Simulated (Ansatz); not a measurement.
# CH5OSi (SMILES [CH2][SiH2]O): UB3LYP/6-31G(d) (Cartesian functions)

Aim: the vertical doublet–quartet gap of CH5OSi at UB3LYP/6-31G* (Cartesian functions), from 2 runs. 

Program for the calculation: Ansatz 0.2.0.

54 further runs of the same task are left out: 54 set aside as unsound or not needed.

### 1 The system as given

CH5OSi has 8 atoms, charge 0, and is taken as a doublet. As SMILES, `[CH2][SiH2]O`. The shape is that of a PBE0-D4/def2-TZVP optimisation. This is one conformer, not always the lowest.

Bond lengths: C1–Si2 1.840 Å, Si2–O3 1.650 Å, C1–H4 1.086 Å, C1–H5 1.087 Å, Si2–H6 1.485 Å, Si2–H7 1.490 Å, O3–H8 0.958 Å. Angles: C1–Si2–O3 112.2°, C1–Si2–H6 111.4°, C1–Si2–H7 108.0°, O3–Si2–H6 104.2°, O3–Si2–H7 111.6°, Si2–C1–H4 122.8°, Si2–C1–H5 122.5°, Si2–O3–H8 117.1°, H6–Si2–H7 109.4°, H4–C1–H5 114.6°.

### 2 A single-point energy at UB3LYP/6-31G(d) (Cartesian functions)

Contents of job.yaml:

```yaml
crystal:
  periodic: [false, false, false]
  atoms:
    - {symbol: C, position_ang: [-0.861500, 0.517800, -0.791400]}
    - {symbol: Si, position_ang: [0.654000, -0.005200, 0.111100]}
    - {symbol: O, position_ang: [0.302800, -0.724400, 1.554400]}
    - {symbol: H, position_ang: [-0.970800, 0.416800, -1.867000]}
    - {symbol: H, position_ang: [-1.703100, 0.991500, -0.293300]}
    - {symbol: H, position_ang: [1.495600, 1.161100, 0.480600]}
    - {symbol: H, position_ang: [1.431000, -0.912300, -0.779800]}
    - {symbol: H, position_ang: [-0.255800, -1.502300, 1.529400]}
basis:
  gaussian:
    orbitals: "6-31G*"
magnetization:
  spin_polarized: true
  initial_magnetization: 1
hamiltonian:
  xc: {name: B3LYP}
accuracy: high
output: {orbitals: {seedname: orbitals}}
```

Run with:

```console
ansatz run job.yaml --threads 1 --pin off --max-ram 3480MiB --events-out events.jsonl --progress --plain --runs-dir runs
```

Standard output:

```text
Warning: RAYON_NUM_THREADS=1 ignored (pool sized by the plan → 1); use --threads N
Functional definition: B3LYP
  name "B3LYP"
  parameter a0 = 0.2
  parameter ax = 0.72
  parameter ac = 0.81
  exchange = (1 - a0 - ax)*slater_x + ax*b88_x + a0*exact_x
  correlation = (1 - ac)*vwn_rpa_c + ac*lyp_c
1316 factors; integrals over basis functions are off by at most 3.9e-9 eV
mean field evaluation 1: about -11036.4535 eV, gradient 4.0e1 eV
mean field evaluation 2: about -11028.9141 eV, gradient 6.0e1 eV
mean field evaluation 4: about -11042.3078 eV, gradient 2.2e0 eV
mean field evaluation 8: about -11042.4562 eV, gradient 1.1e-1 eV
mean field evaluation 16: about -11042.4563 eV, gradient 5.1e-5 eV
mean field -11042.45625185 eV, -405.8027824097 hartree, gradient 5.6e-8 eV, S^2 0.753311; 0 other end points of the search recorded, 0 dependent functions left out
reference -11042.45628784 eV, -405.8027837325 hartree; 17, 16 occupied and 42, 43 virtual orbitals, 1316 factors
Total energy: -11042.45628784 eV, -405.8027837325 hartree
```

Wall time 7.2 s (1 thread of AMD EPYC 7R43 (Zen 3), shared host); peak memory 0.25 GiB.

### 3 The quartet

job.yaml: that of step 2 with these lines changed.

```diff
@@ -14,8 +14,8 @@
     orbitals: "6-31G*"
+accuracy: high
+output: {orbitals: {seedname: orbitals}}
 magnetization:
   spin_polarized: true
-  initial_magnetization: 1
+  initial_magnetization: 3
 hamiltonian:
   xc: {name: B3LYP}
-accuracy: high
-output: {orbitals: {seedname: orbitals}}
```

Run with:

```console
ansatz run job.yaml --threads 1 --pin off --max-ram 3480MiB --events-out events.jsonl --progress --plain --runs-dir runs
```

Standard output:

```text
Warning: RAYON_NUM_THREADS=1 ignored (pool sized by the plan → 1); use --threads N
Functional definition: B3LYP
  name "B3LYP"
  parameter a0 = 0.2
  parameter ax = 0.72
  parameter ac = 0.81
  exchange = (1 - a0 - ax)*slater_x + ax*b88_x + a0*exact_x
  correlation = (1 - ac)*vwn_rpa_c + ac*lyp_c
1316 factors; integrals over basis functions are off by at most 3.9e-9 eV
mean field evaluation 1: about -11027.5744 eV, gradient 4.1e1 eV
mean field evaluation 2: about -11003.8544 eV, gradient 8.3e1 eV
mean field evaluation 4: about -11033.9956 eV, gradient 1.3e1 eV
mean field evaluation 8: about -11034.8458 eV, gradient 7.3e-1 eV
mean field evaluation 16: about -11035.0145 eV, gradient 2.0e-2 eV
mean field evaluation 32: about -11035.0145 eV, gradient 2.1e-6 eV
mean field -11035.01447699 eV, -405.5293022280 hartree, gradient 2.0e-8 eV, S^2 3.760076; 4 other end points of the search recorded, 0 dependent functions left out
reference -11035.01451564 eV, -405.5293036484 hartree; 18, 15 occupied and 41, 44 virtual orbitals, 1316 factors
Total energy: -11035.01451564 eV, -405.5293036484 hartree
```

It took 11 s on 1 thread of AMD EPYC 7R43 (Zen 3), shared host; peak memory 0.25 GiB.

### 4 Results

Level: UB3LYP/6-31G* (Cartesian functions).

| quantity | value |
| --- | --- |
| doublet: total energy | -405.80278 Eh |
| doublet: HOMO energy (highest over α and β) | -6.54 eV |
| doublet: LUMO energy (lowest over α and β) | -2.49 eV |
| doublet: ⟨S²⟩ | 0.753 |
| quartet: total energy | -405.52930 Eh |
| quartet: HOMO energy (highest over α and β) | -1.27 eV |
| quartet: ⟨S²⟩ | 3.760 |
| vertical energy of the quartet above the doublet | 7.442 eV |

In words: At this shape the quartet lies 7.44 eV (172 kcal/mol) above the doublet.
